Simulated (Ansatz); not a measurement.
Basis-set extrapolation for H2MgO2 (`[OH][Mg][OH]`) (PBE0-D4/def2-TZVP geometry, frozen core, Ansatz 0.2.0). Multiplicity 1, RHF reference. For Mg the program correlates outer-core shells too, which these sets cover unevenly, so the extrapolated numbers aren't a true limit.

|  | def2-TZVPP | def2-QZVPP |
| --- | --- | --- |
| HF | -350.653902 | -350.671618 |
| MP2 correlation | -0.694715 | -0.777863 |
| CCSD(T) correlation | -0.719964 | -0.804434 |

Energies in hartree. Use E(X) = E(∞) + A·exp(−7.88·√X) for Hartree–Fock and E(X) = E(∞) + B·X^(−2.97) for correlation, with X = 3 and 4.

What is the CCSD(T) energy at the basis-set limit?

HF limit: -350.671618 + (-0.017716) × 0.13774 = -350.67406. Correlation limit: -0.804434 + (-0.084470) × 0.74074 = -0.86700. Total: -351.54106 hartree, 439.0 kJ/mol below CCSD(T)/def2-TZVPP.
